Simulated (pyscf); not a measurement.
Single points on ωB97X-D3(BJ)/def2-SVP structures (PySCF, gas phase).

Q: For the elementary gas-phase step `[OH][SiH3]` + `[CH2]=[O]` → `[O]=[CH][OH]` + `[SiH4]` (singlet surface; O–Si, C–H broken, C–O, H–Si formed), what barrier and reaction energy does B3LYP-D3(BJ)/def2-TZVP give, measured from the separated reactants?

A: ΔE‡ = 2.38 eV, ΔE = +0.37 eV. CCSD(T)/def2-TZVPP + ΔMP2(QZVPP) gives 2.60 eV and +0.48 eV. Zero-point energy shifts the barrier by +0.04 eV. It is a four-centre exchange, with an imaginary mode of 717i cm⁻¹. On the reactant side the descent ends in a complex (not fully relaxed), 0.24 eV under the separated species and 2.67 eV under the saddle at ωB97X-D3(BJ)/def2-TZVP. At ωB97X-D3(BJ) the barrier from the zero used here is 2.43 eV. This is the saddle that the search found; another between the same sides may lie lower. The CCSD(T) − MP2 part came from Ansatz, without density fitting, on the same reference.
